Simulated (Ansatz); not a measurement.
Mulliken charges of ClH3Si (`[SiH3]Cl`) from ωB97M-V/def2-TZVPP in Ansatz (PBE0-D4/def2-TZVP geometry).

```tsv
atom	x (Å)	y (Å)	z (Å)	charge (e)
Si1	-0.112	0.019	-0.031	0.278
Cl2	1.838	-0.514	0.330	-0.226
H3	-0.951	-0.488	1.079	-0.017
H4	-0.535	-0.586	-1.315	-0.017
H5	-0.191	1.495	-0.105	-0.017
```

Task: By hand: the dipole of these point charges (1 e Å = 4.8032 D).

Result: Σ q r = (-0.418, 0.114, -0.077) e Å, of length 0.440 e Å = 2.11 D.

Task: How does the dipole of the full density compare? (Estimate.)

Result: Ansatz gave: (-0.245, 0.067, -0.045) e Å, 1.24 D; the point charges give 1.70 times that, at 0° from its direction.

Point charges leave out the atoms' own dipoles, such as those of lone pairs, and Mulliken's split depends on the basis, so the two needn't agree.
